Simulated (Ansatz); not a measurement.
`O=CCOCF` + H–F → `FCOCF` + `C=O`  (substitution at a C–C bond)

Computed with Ansatz on PBE0-D4/def2-TZVP structures; ΔE is electronic, products minus reactants. CCSD(T)/CBS adds triple-zeta CCSD(T) − MP2 to the extrapolated MP2 energy (def2 sets, frozen cores). This one scheme is used for every species. One conformer a species, not always the lowest.

```json
{"species": "`O=CCOCF`", "CCSD/def2-TZVPP energy (Eh)": "-367.03564"}
{"species": "H–F", "CCSD/def2-TZVPP energy (Eh)": "-100.33828"}
{"species": "`FCOCF`", "CCSD/def2-TZVPP energy (Eh)": "-353.03766"}
{"species": "`C=O`", "CCSD/def2-TZVPP energy (Eh)": "-114.32123"}
```

(1) Work out ΔE.

Largest T1 diagnostic among the species: 0.015.

## Answers

(1) ΔE = (-353.03766) + (-114.32123) − (-367.03564) − (-100.33828) = 0.01503 Eh = +0.41 eV. CCSD(T)/CBS gives +0.49 eV.

In def2-TZVPP, CCSD(T) changes the Hartree–Fock value by +0.21 eV (the triples alone add +0.02 eV) and MP2 by +0.29 eV. The D4 term adds +0.07 eV with B3LYP and +0.04 eV with PBE0; it sums over pairs of atoms, weighted by their polarisabilities, and B3LYP, whose exchange is more repulsive, gets the larger term.

B3LYP here is the variant with VWN-RPA as its local correlation; programs differ in this.
